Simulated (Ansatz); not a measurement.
## How methods differ on C2H6Si (SMILES C[Si]C)

The species is C2H6Si (9 atoms), meant as a singlet with charge 0. As SMILES, `C[Si]C`. Geometry: optimised at r2SCAN/def2-SVP.

```
atom    x (Å)    y (Å)    z (Å)
   C  -0.5277   1.0507  -0.8096
  Si   0.9065  -0.2009  -0.9215
   C   0.6053  -1.0736   0.7469
   H  -1.4292   0.4784  -1.1155
   H  -0.4423   1.8993  -1.5060
   H  -0.7361   1.4251   0.2083
   H  -0.4576  -1.1730   1.0304
   H   1.1071  -2.0487   0.8441
   H   1.0625  -0.4036   1.5058
```

Quantity: the dissociation energy of the Si2–C1 bond into doublet CH3Si and doublet CH3 (shapes relaxed at r2SCAN/def2-SVP, no zero-point term), in eV. The values are calculated.

```
            level                    kind  program  value (eV)
     HF/def2-TZVP            Hartree–Fock   Ansatz        2.09
    PBE/def2-TZVP                     GGA   Ansatz        3.26
  B3LYP/def2-TZVP           global hybrid   Ansatz        3.09
wB97M-V/def2-TZVP  range-separated hybrid   Ansatz        3.44
    MP2/def2-TZVP     perturbation theory   Ansatz        3.39
```

The values span 2.09 to 3.44 eV. Hartree–Fock misses the correlation of the electron pair that is broken and comes out low. Measured bond enthalpies also hold zero-point and thermal terms, a few tenths of an eV less.
